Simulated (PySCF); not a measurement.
Species: H2NCO+, CH₂NO (charge +1).
Numbering: `[NH2:1][C:2]#[O+:3]` (hydrogens: H4, H5 on N1)

The same species was optimised twice, with GFN2-xTB and with PBE0-D3(BJ)/def2-SVP (PySCF), and the same property calculations (PySCF, gas phase) were run on both structures.

| coordinate | GFN2-xTB | PBE0-D3(BJ)/def2-SVP | change |
| --- | --- | --- | --- |
| N1–C2 (Å) | 1.249 | 1.269 | +0.020 |
| C2≡O3 (Å) | 1.119 | 1.127 | +0.008 |
| N1–H5 (Å) | 1.024 | 1.028 | +0.004 |
| N1–H4 (Å) | 1.024 | 1.028 | +0.004 |
| H4–N1–H5 (°) | 115.9 | 119.1 | +3.2 |
| C2–N1–H4 (°) | 122.1 | 120.5 | -1.6 |
| C2–N1–H5 (°) | 122.0 | 120.5 | -1.5 |
| N1–C2–O3 (°) | 179.9 | 179.9 | 0.0 |

Rotational constants: A = 332763, B = 10497, C = 10176 MHz (GFN2-xTB) against A = 319435, B = 10301, C = 9979 MHz (PBE0-D3(BJ)/def2-SVP). Point groups within 0.08 Å: C2v and C2v.

On the GFN2-xTB structure: HOMO (eV) -17.35 [PBE0/pcSseg-1]; LUMO (eV) -8.55 [PBE0/pcSseg-1]; GIAO shielding of N1 (ppm) 223.2 [PBE0/pcSseg-1]; GIAO shielding of C2 (ppm) 41.5 [PBE0/pcSseg-1]; GIAO shielding of O3 (ppm) 29.0 [PBE0/pcSseg-1].

Q: What do these properties become on the PBE0-D3(BJ)/def2-SVP structure?

A: 
```tsv
property	level	on GFN2-xTB	on PBE0-D3(BJ)/def2-SVP	change
HOMO (eV)	PBE0/pcSseg-1	-17.35	-17.30	+0.05
LUMO (eV)	PBE0/pcSseg-1	-8.55	-8.62	-0.07
energy, GFN2-xTB geometry as zero (kcal/mol)	PBE0/pcSseg-1	0.0	-0.4	-0.4
GIAO shielding of N1 (ppm)	PBE0/pcSseg-1	223.2	218.4	-4.8
GIAO shielding of C2 (ppm)	PBE0/pcSseg-1	41.5	38.0	-3.5
GIAO shielding of O3 (ppm)	PBE0/pcSseg-1	29.0	19.6	-9.4
```

The heavy atoms differ by 0.011 Å rms after alignment. Among all bonds N1–C2 changes most (+0.020 Å). Changes are differences of the printed values. Neither structure is proved a minimum here. Isolated species at its PBE0-D3(BJ)/def2-SVP geometry, gas phase.
